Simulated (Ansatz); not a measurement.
We consider bcc W, described by r²SCAN+rVV10 (Ansatz, an electronic-structure program, PAW).

Settings: plane-wave cutoff 560 eV, 24×24×24 k mesh, Fermi–Dirac smearing 0.05 eV, no spin polarisation, scalar-relativistic PAW data made under PBE.

Cell (relaxed at this level):

```
W
1.0
   -1.58059     1.58059     1.58059
    1.58059    -1.58059     1.58059
    1.58059     1.58059    -1.58059
W
1
Direct
  0.00000   0.00000   0.00000
```

Estimate the bulk modulus B0 and pressure derivative B′ of the bulk modulus that the calculation returns.


bulk modulus B0: 326 GPa
pressure derivative B′ of the bulk modulus: 4.0

The run finds no gap.

Measured, for comparison: bulk modulus 312 GPa (zero-point energy and finite temperature contributions removed, our sources range from 300 to 328; as tabulated in doi:10.1021/acs.jctc.3c00612). Computed (rounded) less measured: bulk modulus +4 % (inside the range of the sources held).

Spin–orbit coupling is not included.

The computed numbers hold no vibrational or temperature effects.
